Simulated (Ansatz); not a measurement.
CH4ClSi, SMILES `C[SiH]Cl` radical, relaxed with UKS PBE0-D4/def2-TZVP in Ansatz from a GFN2-xTB geometry. The force threshold is 0.005 eV/Å; the program also tests the step.

Charge 0, multiplicity 2.

Start:

```xyz
7

C     0.490   -0.450    0.548
Si   -0.242    0.933   -0.528
Cl   -2.275    0.913   -0.378
H     1.573   -0.468    0.478
H     0.118   -1.421    0.225
H     0.224   -0.327    1.594
H     0.113    0.820   -1.939
```

Task: How much energy does the relaxation release, and in how many steps? (An estimate is asked.)

Result: The calculation gave: 3.00 kJ/mol, in 4 steps.

Task: Which bonds change most? (Best estimate.)

Result: The calculation gave: Si2–H7 from 1.459 to 1.491 Å; C1–Si2 from 1.898 to 1.866 Å; Si2–Cl3 from 2.039 to 2.064 Å; C1–H4 from 1.085 to 1.093 Å.

Task: Give the relaxed structure. (An estimate is asked.)

Result: Ansatz gave: 
```xyz
7

C     0.485   -0.444    0.544
Si   -0.223    0.936   -0.493
Cl   -2.283    0.904   -0.369
H     1.575   -0.450    0.462
H     0.103   -1.408    0.196
H     0.215   -0.321    1.594
H     0.130    0.784   -1.934
```
